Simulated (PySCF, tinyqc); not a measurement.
Starting guesses with plain Roothaan steps: SCF starting guesses in the sto-3g basis, for BH, spin multiplicity 1. Computed by the program tinyqc with PySCF. RHF with one setting changed at a time; a run stops when the energy changes by less than 1e-09 hartree and the error matrix is below 1e-5. Starts: the lowest orbitals of the core Hamiltonian, of the Wolfsberg-Helmholz matrix (K = 1.75), projected atomic densities, random orbitals, and the highest orbitals of the core Hamiltonian (a deliberately bad start).

Geometry (angstrom):
```
atom       x       y       z
B     0.0000  0.0000  0.0000
H     0.0000  0.0000  1.5090
```

lowest restricted solution found by these runs and by PySCF = -24.720028 hartree

Largest element of the error matrix X^T (FDS - SDF) X:
```
iteration     core  Wolfsberg-Helmholz  atomic densities   random  highest core orbitals
1          5.4e-01             3.6e-01           3.4e-01  4.3e+00                1.7e-01
2          8.9e-02             9.5e-02           1.7e-01  3.4e-01                5.4e-01
3          2.4e-02             5.2e-02           1.8e-02  3.1e-01                3.9e-01
4          7.7e-03             2.3e-02           5.7e-03  6.6e-02                1.8e-02
5          2.5e-03             9.0e-03           1.9e-03  4.4e-02                3.2e-03
6          8.2e-04             3.5e-03           6.2e-04  2.9e-02                1.2e-03
8          8.8e-05             4.8e-04           6.6e-05  1.3e-02                1.6e-04
10         9.4e-06             6.6e-05           7.0e-06  5.5e-03                2.2e-05
14               -                   -                 -  1.0e-03                      -
20               -                   -                 -  8.7e-05                      -
```

How each run ends:
```
run                    iterations  E (hartree)         state
core                           11    -24.72003  lowest found
Wolfsberg-Helmholz             13    -24.40916        higher
atomic densities               10    -24.72003  lowest found
random                         26    -24.72003  lowest found
highest core orbitals          11    -24.40916        higher
```

What does the comparison show, and why?

3 of 5 runs reach the lowest restricted solution found, in 10 to 26 iterations (fastest: atomic densities). Ending on a higher stationary point: Wolfsberg-Helmholz, highest core orbitals; a small error matrix cannot reveal that, and an occupation fixed by the start is kept by symmetry or by the shape of the basin. The first errors are 5e-01, 4e-01, 3e-01, 4e+00, 2e-01; the deliberately bad start has the smallest one, so a small first error does not mark a good start. The restricted reference is unstable here: a spin-polarised solution lies 0.0067 hartree lower (PySCF), so results built on it describe a poor reference.
